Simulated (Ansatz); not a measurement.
For litharge PbO, rVV10 in Ansatz (PAW) gives:

| Quantity | Value |
|---|---|
| equilibrium lattice constant a | 4.081 Å |
| lattice parameter c | 4.992 Å |

Task: What does PBE0 (Ansatz, an electronic-structure program, PAW) give for the same quantities?

Result: 
- lattice constant a: 3.979 Å (falls by 2.5 %)
- lattice parameter c: 5.577 Å (increases by 12 %)

For comparison: lattice constant a 3.975 Å (measured, room temperature, not corrected to a static lattice, sources range from 3.964 to 3.975; as tabulated in Canepa et al. (2012), arXiv:1204.2842); lattice parameter c 5.023 Å (measured, room temperature, no zero-point or thermal correction, sources range from 4.995 to 5.023; as tabulated in Canepa et al. (2012), arXiv:1204.2842).

Changes are worked out from the printed values.

Unless a cell is named, each level is at its own relaxed cell (rVV10 20.79, PBE0 22.07 Å³/atom).

Levels without +SOC leave out spin–orbit coupling, which shifts energies and cells of such heavy elements.

Caveats: the cell comes from a level without a dispersion term, which matters for the spacing of layers, chains or molecules (PBE0). Ansatz's density-functional and Hartree–Fock values are scalar-relativistic unless marked +SOC, with PAW data made under PBE.
